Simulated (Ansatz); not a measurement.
**HS₂ radical (SMILES [S]S): functionals against CCSD(T) at one geometry**

The task here is to estimate one member of a computed series from the others.

The runs use Ansatz 0.2.0, Gaussian basis; single points in def2-TZVPP.

Correlated methods freeze the cores. Orbitals are unrestricted.

## The system as given

SMILES `[S]S`, 3 atoms, charge 0, spin multiplicity 2.

Atoms are counted from 1 here; the program's logs count them from 0.

Bond lengths: S1–S2 1.941 Å, S2–H3 1.515 Å. Angles: S1–S2–H3 105.3°.

Geometry (Å):

```
S     1.16280    0.75150    0.70850
S     0.20820   -0.71660   -0.12770
H    -1.03150   -0.09200   -0.73510
```

The first run:

Contents of run/in.yaml:

```yaml
crystal:
  periodic: [false, false, false]
  atoms:
    - {symbol: S, position_ang: [1.162800, 0.751500, 0.708500]}
    - {symbol: S, position_ang: [0.208200, -0.716600, -0.127700]}
    - {symbol: H, position_ang: [-1.031500, -0.092000, -0.735100]}
basis:
  gaussian: {orbitals: def2-TZVPP}
magnetization: {spin_polarized: true, initial_magnetization: 1}
correlation: {method: ccsd_t}
scf: {omitted_lower_state_checks: [cluster_reference]}
output: {forces: true}
```

The command line of these runs was not kept.

Among the steps run: CCSD(T)/def2-TZVPP; PBE0-D4/def2-TZVPP; wB97M-V/def2-TZVPP; r2SCAN-D4/def2-TZVPP; PBE-D4/def2-TZVPP; B97M-V/def2-TZVPP; SPW92/def2-TZVPP.

One of the session's tables, all rows but one given; the rest of the session is left out.

| method | RMS force component (eV/Å) | angle to CCSD(T) forces (°) | dipole (D) |
| --- | --- | --- | --- |
| CCSD(T) | 1.223 | reference | 1.38 |
| PBE0-D4 | 1.145 | 10.6 | 1.44 |
| wB97M-V | ? | ? | ? |
| r2SCAN-D4 | 1.074 | 8.2 | 1.43 |
| PBE-D4 | 0.988 | 1.9 | 1.40 |
| B97M-V | 1.098 | 12.7 | 1.34 |
| SPW92 | 0.927 | 11.4 | 1.50 |

Q: Estimate the row for wB97M-V from the others.

The run gave: RMS force component (eV/Å): 1.218; angle to CCSD(T) forces (°): 7.7; dipole (D): 1.42. In the column «RMS force component (eV/Å)» it lies between PBE0-D4 (1.145) and CCSD(T) (1.223).
